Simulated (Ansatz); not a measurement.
**CH₂AlSi− (SMILES [C-]#[Si][AlH2]): one structure at several levels**

The task here is to estimate one member of a computed series from the others.

Method: single points in def2-TZVPPD; program: Ansatz 0.2.0, Gaussian basis.

Cores are frozen in the correlated methods.

**Where the work starts**

5 atoms, charge -1, spin multiplicity 1.

Atoms are counted from 1 here; the program's logs count them from 0.

Bond lengths: C1–Si2 1.579 Å, Si2–Al3 2.462 Å, Al3–H4 1.683 Å, Al3–H5 1.574 Å. Angles: C1–Si2–Al3 176.6°, Si2–Al3–H4 130.5°, Si2–Al3–H5 130.5°, H4–Al3–H5 98.0°.

Geometry (Å):

```xyz
5
charge -1, multiplicity 1
C     0.21790   -1.83160    2.52020
Si    0.17520   -0.86950    1.26880
Al   -0.02920    0.58880   -0.70370
H    -1.13270    0.55910   -1.97390
H     0.62380    1.98770   -1.01200
```

The first run:

File run/in.yaml:

```yaml
crystal:
  periodic: [false, false, false]
  atoms:
    - {symbol: C, position_ang: [0.217900, -1.831600, 2.520200]}
    - {symbol: Si, position_ang: [0.175200, -0.869500, 1.268800]}
    - {symbol: Al, position_ang: [-0.029200, 0.588800, -0.703700]}
    - {symbol: H, position_ang: [-1.132700, 0.559100, -1.973900]}
    - {symbol: H, position_ang: [0.623800, 1.987700, -1.012000]}
basis:
  gaussian: {orbitals: "def2-TZVPPD.json"}
total_charge: -1
correlation: {method: ccsd_t}
output: {forces: true}
```

The basis file named in the input lies beside it (Basis Set Exchange, JSON).

No record of the launch command was kept for these runs.

Among the steps run: CCSD(T)/def2-TZVPPD; PBE0-D4/def2-TZVPPD; wB97M-V/def2-TZVPPD; r2SCAN-D4/def2-TZVPPD; PBE-D4/def2-TZVPPD; SPW92/def2-TZVPPD; B97M-V/def2-TZVPPD.

One of the session's tables, all rows but one given; the rest of the session is left out.

| method | RMS force component (eV/Å) | angle to CCSD(T) forces (°) |
| --- | --- | --- |
| CCSD(T) | 2.506 | reference |
| PBE0-D4 | ? | ? |
| wB97M-V | 2.090 | 3.7 |
| r2SCAN-D4 | 2.295 | 0.9 |
| PBE-D4 | 2.349 | 1.9 |
| SPW92 | 2.158 | 2.4 |
| B97M-V | 2.286 | 1.2 |

Q: Estimate the row for PBE0-D4 from the others.

**Answer.** RMS force component (eV/Å): 2.232; angle to CCSD(T) forces (°): 1.9. In the column «RMS force component (eV/Å)» it lies between SPW92 (2.158) and B97M-V (2.286).
